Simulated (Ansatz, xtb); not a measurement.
## Two isomers of CH2NS−

Structure a is `C=N[S-]`, a singlet and structure b is `N[C-]=S`, a singlet. Both are isolated ions in the gas phase, relaxed with PBE0-D4/def2-TZVPD; the shapes shown needn't be the lowest conformers.

a (Å):

```xyz
5

C    -0.0493    3.0658   -0.6453
N     0.3252    1.8948   -0.9755
S    -0.6744    0.8893   -1.9068
H     0.6254    3.6827   -0.0440
H    -1.0222    3.4905   -0.9361
```

b (Å):

```xyz
5

C    -0.0230    1.6855   -0.8660
N    -0.5793    2.8907   -0.6684
S     1.4092    1.7318   -1.7702
H    -1.4330    2.9713   -0.1430
H    -0.1569    3.7490   -1.0410
```

Quicker runs give these differences E(b) − E(a): GFN2-xTB +32.5 kcal/mol; HF/STO-3G +30.9 kcal/mol (at GFN2-xTB geometries); r2SCAN-D4/def2-SVPD +6.6 kcal/mol (at GFN2-xTB geometries).

**Question.** Estimate E(b) − E(a) at the level CCSD(T)/def2-TZVPPD.

**Answer.** Calculated at CCSD(T)/def2-TZVPPD: E(b) − E(a) = +8.8 kcal/mol, so structure a lies lower.

Level by level:

| level | geometry | E(b) − E(a) (kcal/mol) | departure from the last row (kcal/mol) | job, with rough time for the two |
| --- | --- | --- | --- | --- |
| GFN2-xTB | GFN2-xTB | +32.5 | +23.6 | optimisation, 0.11 s |
| HF/STO-3G | GFN2-xTB | +30.9 | +22.0 | single point, 0.16 s |
| r2SCAN-D4/def2-SVPD | GFN2-xTB | +6.6 | −2.3 | single point, 2.1 s |
| PBE0-D4/def2-TZVPD | PBE0-D4/def2-TZVPD | +8.3 | −0.6 | optimisation, 18 s |
| HF/def2-TZVPPD | PBE0-D4/def2-TZVPD | +5.7 | −3.1 | part of the CCSD(T) run |
| MP2/def2-TZVPPD | PBE0-D4/def2-TZVPD | +9.3 | +0.4 | part of the CCSD(T) run |
| CCSD(T)/def2-TZVPPD | PBE0-D4/def2-TZVPD | +8.8 |  | single point, 36 s |

As drawn, b has 1 C–N, 1 C=S, 2 N–H in place of 1 C=N, 1 N–S, 2 C–H.

The levels shown agree on the order. The largest departure from CCSD(T)/def2-TZVPPD is that of GFN2-xTB, 23.6 kcal/mol.

With harmonic frequencies from PBE0-D4/def2-TZVPD (ideal gas, rigid rotor, one conformer each, 600 K, 1 atm): on the last row, ΔE + ΔZPE = +9.3, ΔH = +9.6, ΔG = +8.9 kcal/mol.

The T1 diagnostic of structure b is large, so the coupled-cluster value is less sure. The correlated steps freeze 7 core orbitals. Programs: Ansatz 0.2.0, xtb 6.7.1; the last row on 2 threads of Arm Neoverse V1 on a shared host.
